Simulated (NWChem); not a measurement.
System: SiH4 anion, doublet; SMILES of the neutral closed-shell parent [SiH4]

The following NWChem deck was run.

```
start job
memory heap 200 mb stack 700 mb global 900 mb
charge -1
geometry units angstroms noautosym nocenter noautoz
  Si     0.000000     0.000000     0.000806
  H      0.996249     0.701270     0.862292
  H     -0.996249    -0.701270     0.862292
  H      0.701302    -0.996152    -0.860734
  H     -0.701302     0.996152    -0.860734
end
basis spherical
  * library 6-31+g*
end
dft
  odft
  mult 2
  xc b3lyp
  iterations 150
end
cosmo
  do_cosmo_smd true
  solvent clbenzen
end
task dft energy
```

Output (shortened):

```
             Northwest Computational Chemistry Package (NWChem) 7.3.0
             --------------------------------------------------------

                             Geometry "geometry" -> ""
                             -------------------------

 Output coordinates in angstroms (scale by  1.889725989 to convert to a.u.)

  No.       Tag          Charge          X              Y              Z
 ---- ---------------- ---------- -------------- -------------- --------------
    1 Si                  14.0000     0.00000000     0.00000000     0.00080600
    2 H                    1.0000     0.99624900     0.70127000     0.86229200
    3 H                    1.0000    -0.99624900    -0.70127000     0.86229200
    4 H                    1.0000     0.70130200    -0.99615200    -0.86073400
    5 H                    1.0000    -0.70130200     0.99615200    -0.86073400

 Effective nuclear repulsion energy (a.u.)      21.1633427419

                                 NWChem DFT Module
                                 -----------------

 Summary of "ao basis" -> "ao basis" (spherical)
 ------------------------------------------------------------------------------
       Tag                 Description            Shells   Functions and Types
 ---------------- ------------------------------  ------  ---------------------
 Si                         6-31+g*                 10       22   5s4p1d
 H                          6-31+g*                  2        2   2s

 in cosmo_initialize ...
 calling solv_data for solv:clbenzen

 solvent parameters
 solvname_short: clbenzen
 solvname_long:  chlorobenzene
 dielec:        5.6968
 dielecinf:     2.3229
 nonaqueous SMD model solvent descriptors
 dielec:        5.6968
 sola:          0.0000
 solb:          0.0700
 solc:          0.8570
 solg:         47.4800
 solh:          0.1430
 soln:          1.5241

          ---------------
          -cosmo- solvent
          ---------------
 Cosmo: York-Karplus, doi: 10.1021/jp992097l
 dielectric constant -eps-     =   5.70
 screen = (eps-1)/(eps    )    =   0.82446
 surface charge correction     = lagrangian

   van der Waals surface
 --------------------------

[...]

                                COSMO-SMD solvation results
                                ---------------------------

             internal energy in gas <Psi(g)|H|Psi(g)> =      -291.838322838557
         internal energy in solvent <Psi(s)|H|Psi(s)> =      -291.835937398931
                               delta internal energy  =         0.002385439626 (    1.50 kcal/mol)
   total free energy in solvent <Psi(s)|H+V/2|Psi(s)> =      -291.904833637294
 polarization energy contribution <Psi(s)|V/2|Psi(s)> =        -0.068896238363 (  -43.23 kcal/mol)
    total free energy in solvent including G(SMD-CDS) =      -291.904914112516
                       G(SMD-CDS) energy contribution =        -0.000080475222 (   -0.05 kcal/mol)
     1 M fixed-concentration free energy of solvation =        -0.066591273959 (  -41.79 kcal/mol)

                    DFT Final Alpha Molecular Orbital Analysis
                    ------------------------------------------

 Vector    8  Occ=1.000000D+00  E=-3.505068D-01
              MO Center=  1.6D-06,  3.8D-06,  2.7D-01, r^2= 2.5D+00
   Bfn.  Coefficient  Atom+Function         Bfn.  Coefficient  Atom+Function
  ----- ------------  ---------------      ----- ------------  ---------------
     7      0.398514  1 Si px                24      0.238802  2 H  s
    26     -0.238801  3 H  s                 23      0.204732  2 H  s
    25     -0.204730  3 H  s                  3     -0.167580  1 Si px
    28      0.147614  4 H  s                 30     -0.147615  5 H  s
    27      0.126537  4 H  s                 29     -0.126538  5 H  s

 Vector    9  Occ=1.000000D+00  E=-3.504965D-01
              MO Center= -1.4D-06,  6.1D-07, -2.7D-01, r^2= 2.5D+00
   Bfn.  Coefficient  Atom+Function         Bfn.  Coefficient  Atom+Function
  ----- ------------  ---------------      ----- ------------  ---------------
     8      0.398511  1 Si py                28     -0.238808  4 H  s
    30      0.238809  5 H  s                 27     -0.204732  4 H  s
    29      0.204732  5 H  s                  4     -0.167578  1 Si py
    24      0.147622  2 H  s                 26     -0.147623  3 H  s
    23      0.126539  2 H  s                 25     -0.126539  3 H  s

 Vector   10  Occ=1.000000D+00  E=-4.313969D-02
              MO Center=  2.2D-08, -1.5D-08,  6.5D-04, r^2= 1.0D+01
   Bfn.  Coefficient  Atom+Function         Bfn.  Coefficient  Atom+Function
  ----- ------------  ---------------      ----- ------------  ---------------
    14      1.793815  1 Si s                 10     -1.564747  1 Si s
     6     -0.312914  1 Si s                 24      0.174791  2 H  s
    26      0.174791  3 H  s                 28      0.174726  4 H  s
    30      0.174726  5 H  s                  2      0.157612  1 Si s
     1     -0.031170  1 Si s

 Vector   11  Occ=0.000000D+00  E= 1.928564D-02
              MO Center=  1.9D-08,  2.5D-07,  1.1D-03, r^2= 1.2D+01
   Bfn.  Coefficient  Atom+Function         Bfn.  Coefficient  Atom+Function
  ----- ------------  ---------------      ----- ------------  ---------------
    17      1.194000  1 Si pz                24     -0.244292  2 H  s
    26     -0.244292  3 H  s                 28      0.244287  4 H  s
    30      0.244287  5 H  s                 18     -0.075523  1 Si d -2
    13     -0.071157  1 Si pz                23     -0.061221  2 H  s
    25     -0.061221  3 H  s                 27      0.061215  4 H  s

[...]
```

Level: B3LYP/6-31+G* (spherical d), spin-unrestricted, SMD on the gas-phase geometry. In the optimisation the excess spin sits in a (C2, its own frame). Coordinates come from a B3LYP/def2-SVPD, spin-unrestricted optimisation. The spin multiplicity was typed, not searched, and may not be the lowest. No stability test was run on the SCF state. The gas-phase anion has a positive highest level at the geometry level, so the gas reference is doubtful. Solvent: chlorobenzene.
